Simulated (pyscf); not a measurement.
Optimised with ωB97X-D3(BJ)/def2-SVP in PySCF.

Problem. HF + F–Ge:–F [singlet] + HF -> F–GeH(F)–F + HF
Surface: singlet. Broken: F–H, F–H. Formed: F–Ge, Ge–H, F–H. Give ΔE‡ and ΔE from PBE/def2-TZVP, relative to the separated reactants.

Solution. ΔE‡ = 0.00 eV, ΔE = -0.86 eV. ωB97M-D3(BJ)/def2-TZVP gives 0.42 eV and -0.94 eV. Zero-point energy shifts the barrier by +0.04 eV. It is a multi-bond step, with an imaginary mode of 1398i cm⁻¹. On the reactant side the descent ends in a bound adduct, 0.49 eV under the separated species and 0.77 eV under the saddle at ωB97X-D3(BJ)/def2-TZVP. On the product side the descent ends in a complex (not fully relaxed), 0.22 eV under the separated species and 1.67 eV under the saddle at ωB97X-D3(BJ)/def2-TZVP. At ωB97X-D3(BJ) the barrier from the zero used here is 0.28 eV. This is the saddle that the search found; another between the same sides may lie lower. Elements up to Kr have no core potential and no relativistic terms here.
